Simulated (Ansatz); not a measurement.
Process, species as SMILES: [SiH2]C (CH3-SiH2) → C[SiH2-] (an electron is taken up)
B3LYP-D3(BJ)/def2-TZVP geometries, fixed; electronic energies without zero-point terms; positive where energy is released.

Basis-set convergence of the adiabatic electron affinity at r2SCAN with Ansatz (a quantum-chemistry and plane-wave program). Cartesian d functions, on some or all atoms, in 6-31G*, 6-31G**, 6-311G**; all else is spherical. The program fits the integrals of some runs and decomposes those of others, by size. Open shells are unrestricted. No added dispersion term, no relativity. Functions are those of the species that has most. Reference: the value in aug-pcseg-3, 0.889 eV, itself unsure by roughly 0.010 eV (its mean distance from aug-cc-pV(Q+d)Z, def2-QZVPPD). Deviations are taken from unrounded values.

| basis | functions | adiabatic electron affinity (eV) | minus reference (eV) |
|---|---|---|---|
| 6-31G | 32 | 0.751 | -0.138 |
| def2-SV(P) | 42 | 0.682 | -0.208 |
| 6-31G* | 44 | 0.635 | -0.255 |
| 6-31G** | 59 | 0.632 | -0.257 |
| cc-pV(D+d)Z | 62 | 0.660 | -0.230 |
| 6-311G** | 75 | 0.832 | -0.058 |
| def2-SVPD | 84 | 0.819 | -0.071 |
| def2-TZVP | 98 | 0.793 | -0.097 |
| def2-TZVPD | 125 | 0.856 | -0.033 |
| def2-TZVPP | 143 | 0.791 | -0.098 |
| jun-cc-pV(T+d)Z | 157 | 0.900 | 0.010 |
| def2-TZVPPD | 170 | 0.855 | -0.035 |
| aug-pcseg-2 | 211 | 0.898 | 0.008 |
| cc-pV(Q+d)Z | 269 | 0.833 | -0.056 |
| def2-QZVPP | 277 | 0.852 | -0.037 |
| pcseg-3 | 289 | 0.877 | -0.013 |
| def2-QZVPPD | 304 | 0.874 | -0.016 |
| aug-pcseg-3 | 419 | 0.889 | 0.000 |
